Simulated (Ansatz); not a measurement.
An input meant for Li3H3⁻ (charge -1, doublet).

```yaml
crystal:
  periodic: [false, false, false]
  atoms:
    - {symbol: Li, position_ang: [0.120371, -1.761872, 0.142091]}
    - {symbol: Li, position_ang: [0.004896, 0.708726, -1.624020]}
    - {symbol: Li, position_ang: [-0.092756, 0.580016, 0.817850]}
    - {symbol: H, position_ang: [-0.828639, -0.509252, -0.658709]}
    - {symbol: H, position_ang: [0.332666, 1.880408, -0.331688]}
    - {symbol: H, position_ang: [0.463452, -0.898026, 1.654486]}
basis:
  gaussian: {orbitals: cc-pVTZ-PP, fitting: {mean_field: cc-pVTZ-jkfit}, final_grid: {core_spheres: 5, valence_spheres: 4, degree: 11}, nuclear_model: gaussian}
total_charge: -1
magnetization: {spin_polarized: true, initial_magnetization: 1}
hamiltonian: {xc: {name: PBE}}
accuracy: high
scf: {lower_state_search: light}
```

```sh
$ ansatz run in.yaml --threads 4 --pin off --events-out ev --progress --plain --max-ram 3916MiB
```

Shortened log:

```
Functional definition: PBE
Error: [file] the basis set cc-pVTZ-PP has no functions for Li
```

In this input the basis set is misnamed or doesn't suit the job. The program refused the input.
